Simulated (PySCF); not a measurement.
Species: C2HFS.
InChI=1S/C2HFS/c3-1-2-4/h1H

Level of theory: PySCF, PBE0-D3(BJ)/def2-SVP geometry optimisation, gas phase.

Take the most abundant isotopes and a rigid rotor. 

Problem. Give the principal moments of inertia and the rotational constants in cm⁻¹.

Solution. Ia = 9.56, Ib = 191.64, Ic = 201.20 u·Å²; 505379 MHz·u·Å²/I gives 52857, 2637 and 2512 MHz, that is A = 1.76311, B = 0.08797, C = 0.08379 cm⁻¹.

Problem. Classify the top.

Solution. A near-prolate asymmetric top. Ray's parameter κ = (2B − A − C)/(A − C) = -0.995; −1 is the prolate and +1 the oblate limit.

Problem. Is it planar, by Δ = Ic − Ia − Ib?

Solution. Planar: Δ = Ic − Ia − Ib = 0.00 u·Å². For a rigid frame Δ = −2 Σ m c², so it vanishes when all atoms lie in the ab plane; here none is more than 0.01 Å from it.

Problem. Give the coordinates in the principal-axis frame, origin at the centre of mass.

Solution. The sense of each axis is arbitrary; atoms in the order of the calculation.
```csv
atom,mass (u),a (Å),b (Å),c (Å)
F1,18.998,-2.109,-0.375,0.000
C2,12.000,-1.135,0.535,0.000
C3,12.000,0.146,0.216,0.000
S4,31.972,1.671,-0.109,0.000
H5,1.008,-1.465,1.578,0.000
```

Problem. Where do the levels up to J = 5 lie, in K?

Solution. Above 0(0,0), as E/k:
J = 1: 1(0,1) 0.247, 1(1,1) 2.657, 1(1,0) 2.663
J = 2: 2(0,2) 0.741, 2(1,2) 3.145, 2(1,1) 3.164, 2(2,1) 10.394, 2(2,0) 10.394
J = 3: 3(0,3) 1.483, 3(1,3) 3.878, 3(1,2) 3.914, 3(2,2) 11.135, 3(2,1) 11.135, 3(3,1) 23.201, 3(3,0) 23.201
J = 4: 4(0,4) 2.471, 4(1,4) 4.854, 4(1,3) 4.914, 4(2,3) 12.124, 4(2,2) 12.124, 4(3,2) 24.190, 4(3,1) 24.190, 4(4,1) 41.082, 4(4,0) 41.082
J = 5: 5(0,5) 3.706, 5(1,5) 6.075, 5(1,4) 6.165, 5(2,4) 13.359, 5(2,3) 13.360, 5(3,3) 25.425, 5(3,2) 25.425, 5(4,2) 42.317, 5(4,1) 42.317, 5(5,1) 64.036, 5(5,0) 64.036

Problem. Which lines would a microwave search look for?

Solution. The dipole components are |μa| = 0.26 D, |μb| = 1.13 D, |μc| = 0.00 D; the mirror of this Cs structure is the ab plane, so μc vanishes by symmetry and there are no c-type lines. The squared components, which scale the intensities, stand as 0.05 : 1.00 (a : b). Some lines, for components of 0.1 D or more:

```csv
type,branch,"J(Ka,Kc)",MHz,lower level (cm⁻¹)
a,Q,"2(1,1) ← 2(1,2)",376,2.186
a,R,"1(0,1) ← 0(0,0)",5149,0.000
a,R,"2(1,2) ← 1(1,1)",10173,1.847
a,R,"2(0,2) ← 1(0,1)",10298,0.172
a,R,"2(1,1) ← 1(1,0)",10423,1.851
b,Q,"1(1,0) ← 1(0,1)",50345,0.172
b,Q,"2(1,1) ← 2(0,2)",50470,0.515
b,R,"1(1,1) ← 0(0,0)",55369,0.000
b,R,"2(1,2) ← 1(0,1)",60392,0.172
b,Q,"2(2,0) ← 2(1,1)",150659,2.199
b,Q,"2(2,1) ← 2(1,2)",151035,2.186
b,R,"2(2,1) ← 1(1,0)",161082,1.851
b,R,"2(2,0) ← 1(1,1)",161208,1.847
```

Problem. Estimate the classical rotational partition function at 25 K and 100 K.

Solution. Point group Cs, symmetry number σ = 1; q = (√π/σ)·√((kT/h)³/(ABC)), k/h = 20836.6 MHz/K: 1130 at 25 K, 9010 at 100 K.

Stationary, but not proved a minimum. Constants of a rigid frame at the computed geometry: no zero-point averaging, no centrifugal distortion.
